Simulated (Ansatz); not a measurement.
in.yaml

```yaml
crystal:
  periodic: [false, false, false]
  atoms:
    - {symbol: Ge, position_ang: [0.000000, 0.000000, 0.000000]}
    - {symbol: F, position_ang: [0.000000, 0.000000, 1.755700]}
basis:
  gaussian: {orbitals: cc-pVTZ}
magnetization: {spin_polarized: true, initial_magnetization: 3}
correlation: {method: ccsdt_q, electrons: outside_noble_gas}
```

```sh
$ ansatz run in.yaml --threads 2 --pin off --events-out ev --progress --plain --max-ram 24576MiB --backend cuda --devices 0, --max-vram 18GiB
```

Log:

```
816 factors; integrals over basis functions are off by at most 2.1e-7 eV
mean field evaluation 1: about -59177.1071 eV, gradient 1.2e1 eV
mean field evaluation 2: about -59177.1795 eV, gradient 1.2e1 eV
mean field evaluation 4: about -59178.5611 eV, gradient 3.8e0 eV
mean field evaluation 8: about -59178.8115 eV, gradient 6.4e-1 eV
mean field evaluation 16: about -59178.8253 eV, gradient 3.4e-6 eV
mean field evaluation 32: about -59173.6245 eV, gradient 8.1e-1 eV
mean field evaluation 64: about -59175.3951 eV, gradient 4.7e-2 eV
mean field evaluation 96: about -59176.1086 eV, gradient 3.3e-1 eV
mean field -59178.82526541 eV, -2174.7817156554 hartree, gradient 3.4e-6 eV, S^2 3.756118; 2 other end points of the search recorded, 0 dependent functions left out
determinant -59178.82526541 eV, -2174.7817156554 hartree, with singles and doubles -59187.04557203 eV, -2175.0838063516 hartree
determinant -59176.11183601 eV, -2174.6819989643 hartree, with singles and doubles -59183.74551968 eV, -2174.9625316646 hartree
determinant -59175.39514789 eV, -2174.6556611615 hartree, with singles and doubles -59183.85043300 eV, -2174.9663871581 hartree
15 core orbitals not correlated: weight in the atoms' cores, before any rotation towards them, 0.934 or more for the frozen orbitals, at most 0.065 for the correlated occupied ones
reference -59178.82526541 eV, -2174.7817156554 hartree; 7, 4 occupied and 51, 54 virtual orbitals, 816 factors
second order -8.13966241 eV of doubles, -0.00000000 eV of singles
cycle   1  -7.99215303 eV  change    1.5e-1 eV  update   8.5e-2
cycle   2  -8.32604687 eV  change   -3.3e-1 eV  update   4.9e-2
cycle   3  -8.56260841 eV  change   -2.4e-1 eV  update   2.4e-2
cycle   4  -8.55544220 eV  change    7.2e-3 eV  update   1.1e-2
cycle   5  -8.52776577 eV  change    2.8e-2 eV  update   6.7e-3
cycle   6  -8.53349380 eV  change   -5.7e-3 eV  update   3.6e-3
cycle   7  -8.54312840 eV  change   -9.6e-3 eV  update   1.5e-3
cycle   8  -8.54330410 eV  change   -1.8e-4 eV  update   8.8e-4
cycle   9  -8.54136356 eV  change    1.9e-3 eV  update   3.3e-4
cycle  10  -8.54191014 eV  change   -5.5e-4 eV  update   2.0e-4
cycle  11  -8.54141232 eV  change    5.0e-4 eV  update   1.0e-4
cycle  12  -8.54142780 eV  change   -1.5e-5 eV  update   3.8e-5
cycle  13  -8.54146504 eV  change   -3.7e-5 eV  update   2.2e-5
cycle  14  -8.54146174 eV  change    3.3e-6 eV  update   9.8e-6
cycle  15  -8.54146223 eV  change   -5.0e-7 eV  update   5.8e-6
cycle  16  -8.54146187 eV  change    3.6e-7 eV  update   3.7e-6
cycle  17  -8.54146247 eV  change   -6.0e-7 eV  update   2.1e-6
cycle  18  -8.54146311 eV  change   -6.3e-7 eV  update   1.4e-6
perturbative correction -0.01220384 eV, -0.0004484827 hartree
Total energy: -59187.37893235 eV, -2175.0960571177 hartree
```

Ran on 2 threads of AMD EPYC 7R13 with a shared H100 80 GB, shared host: 26 s wall, 0.84 GiB peak host memory.
